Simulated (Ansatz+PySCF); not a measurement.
# singlet NH₃: levels of theory in one basis

```xyz
4

N     0.0000    0.0000    0.1216
H     0.9826    0.0000   -0.3040
H    -0.4679    0.8105   -0.2837
H    -0.4679   -0.8105   -0.2837
```

Basis set: 6-31G (spherical functions). Correlated methods keep 1 orbital frozen. Charge 0, multiplicity 1.

Computed with Ansatz (development build ahead of 0.2.0); each method stands on the lowest determinant of its kind that the runs found.

| method | E − E(RHF) (eV) | <S²> of the determinant |
| --- | --- | --- |
| RHF | 0.00 | 0.00 |
| RHF-CCSD | -3.58 | – |
| RHF-CCSD(T) | -3.62 | – |
| full CI (lowest root of this spin) | -3.63 | – |

Task: What does RHF-MP2 give on the same scale?

Result: -3.22 eV.

Task: Is a single determinant a sound starting point here?

Result: By this sign, yes. Unrestricted orbitals gain 0.00 eV and <S²> is 0.00 against 0.00 for a pure state.
